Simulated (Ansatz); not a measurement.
Two isomers of C5H8O: A = `C=C1OC1(C)C`, B = `O=C1CCCC1`.

Gas-phase electronic energies from Ansatz, PBE0-D4/def2-TZVP geometries. CBS: MP2 limit from def2 TZ/QZ plus the TZ coupled-cluster correction, frozen cores. Functionals use def2-TZVPP. B3LYP here is the variant with VWN-RPA as its local correlation; programs differ in this.

Problem. Which is lower in electronic energy at CCSD(T)/CBS, and by how much? (Best estimate.)

Solution. Ansatz gave: B, by 42.1 kcal/mol.

Problem. Give E(B) − E(A) in kcal/mol with CCSD(T)/def2-TZVPP, MP2/def2-TZVPP, PBE-D4, ωB97M-V, B3LYP-D4, r2SCAN-D4, B3LYP. (An estimate is asked.)

Solution. Ansatz gave: CCSD(T)/def2-TZVPP -42.4, MP2/def2-TZVPP -42.5, PBE-D4 -38.4, ωB97M-V -42.0, B3LYP-D4 -39.7, r2SCAN-D4 -39.5, B3LYP -39.0. None reverses the order clearly.

Largest T1 diagnostic: 0.013.

From PBE to PBE0 (25 % exact exchange), in def2-TZVPP and without D4, E(B) − E(A) moves by −3.8 kcal/mol. In def2-TZVPP, CCSD(T) changes the Hartree–Fock value by +3.5 kcal/mol (the triples alone add +1.1 kcal/mol) and MP2 by +3.4 kcal/mol.
